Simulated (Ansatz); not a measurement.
Input for Ansatz (development build ahead of 0.2.0):

```yaml
crystal:
  periodic: [false, false, false]
  atoms:
    - { symbol: B, position_ang: [0.05884, -0.04205, -1.23771] }
    - { symbol: F, position_ang: [-0.01086, 0.02351, 0.74696] }
basis:
  gaussian: { orbitals: def2-SVP }
hamiltonian:
  xc: hf
```

The input is written out in the form of the current development build from the run's settings.

Output:

| Quantity | Value |
| --- | --- |
| Converged | yes |
| Total energy | -123.84779 hartree |
| Spin squared of the determinant | 0.000 |

Caution: stretched shape with no unrestricted run beside it, a lower state can exist.
